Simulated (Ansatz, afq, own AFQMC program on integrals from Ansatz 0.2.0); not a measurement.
Two steps: Ansatz 0.2.0 writes the Fock matrix and Cholesky factors of the valence space, and afq projects on them the lowest state that overlaps trial and start.

```yaml
crystal:
  periodic: [false, false, false]
  atoms:
    - {symbol: Si, position_ang: [0.000000, -0.094135, 0.000000]}
    - {symbol: H, position_ang: [0.000000, 1.311504, -1.435546]}
    - {symbol: H, position_ang: [0.000000, 1.311504, 1.435546]}
basis:
  gaussian: {orbitals: cc-pVDZ}
magnetization: {spin_polarized: false}
correlation: {method: ccsd_t, electrons: outside_noble_gas, hamiltonian_folder: ham}
```

```sh
$ ansatz run in.yaml --threads 1 --pin off --events-out ev --progress --plain --max-ram 16896MiB --backend cuda --devices 0, --max-vram 18GiB
```

Options of the walk:

```
--method phaseless --trial cisd --walkers 4000 --populations 20 --least-time 60 --time-step 0.005 --steps-per-block 50 --equilibration-blocks 40 --max-blocks 4000 --target-error 0.00029 --factor-cut 1e-05 --seed 6785 --release-times 0.24,0.51,0.99,1.62,2.4 --release-step 0.03 --release-every 3 --taylor-order 6
```

Times are imaginary, in 1/Eh. The walk had a cap of 122 s. With eight or more populations the least sampling time is a fifth of least-time, and the error comes from their spread.

```
orbitals 23  electrons 3 3  factors 151 of 275
reference energy -289.94052993 Eh
CCSD correlation -0.12745359 Eh in 12 cycles, weight of the determinant in the CISD state 0.8748
energy of the start -290.067986 Eh
 block  time / (1/Eh)  mean weight  energy / Eh
     1     0.250  0.9998  -290.066972
     2     0.500  0.9999  -290.067105
     3     0.750  1.0000  -290.067570
     4     1.000  0.9999  -290.068203
     5     1.250  1.0002  -290.068835
    10     2.500  1.0000  -290.070982
    15     3.750  1.0000  -290.071670
    19     4.750  1.0002  -290.072124
    29     7.250  0.9999  -290.072682
    35     8.750  0.9999  -290.073123
    39     9.750  1.0001  -290.072005
    49    12.250  1.0000  -290.072108
    59    14.750  1.0000  -290.072279
    69    17.250  0.9998  -290.072566
    79    19.750  1.0002  -290.072431
    89    22.250  0.9998  -290.072393
error from the spread of 20 populations
released: time / (1/Eh)  energy / Eh  error  mean overlap
  0.24  -290.072400  0.000092  0.9988
  0.51  -290.072541  0.000081  0.9967
  0.99  -290.072556  0.000074  0.9975
  1.62  -290.072648  0.000072  0.9965
  2.40  -290.072636  0.000062  0.9988
energy -290.072313 +/- 0.000086 Eh
(rows thinned)
```

Q: Estimate how long the walk took on 1 × NVIDIA H100 80GB HBM3 with 2 threads of AMD EPYC 7R13 Processor (Zen 3) (shared host) (the card was shared).

A: 19 s of wall time.

The run passed its tests (sampling time, drift between the halves within three errors, error under three times the target), which doesn't prove that it has relaxed.

Against this walk (error 2.3 meV) on the same determinant: CCSD(T) 18.6 meV higher, CCSDT(Q) 12.7 meV lower, CCSDTQ 13.0 meV lower, full CI 12.9 meV lower. The error is statistical and leaves out the bias of the constraint. Released to 2.40 1/Eh the energy lies 9 ± 3 meV (both errors) below the phaseless value, which shows part or all of the bias of the constraint, and full CI lies 4.1 meV below the released value. Full CI is exact here, so the walk's 13 meV above it is the walk's own error: the bias of the constraint with this trial.

Cautions: constraint bias not in the error; higher spins were not checked; restricted determinant unstable towards unrestricted (UHF 20 meV lower, ⟨S²⟩ 0.19); raised T1 diagnostic (T1 0.023, weight of the determinant 0.87, largest double 0.09).

CCSDT and higher add their correlation energy to the determinant of the CCSD(T) run, since their own runs factorise the integrals more tightly (a shift of under 2 meV). A walk keeps the symmetry of its determinant, which the program's search chose and which needn't be the lowest solution, so a lower state of the same spin and another symmetry isn't excluded.
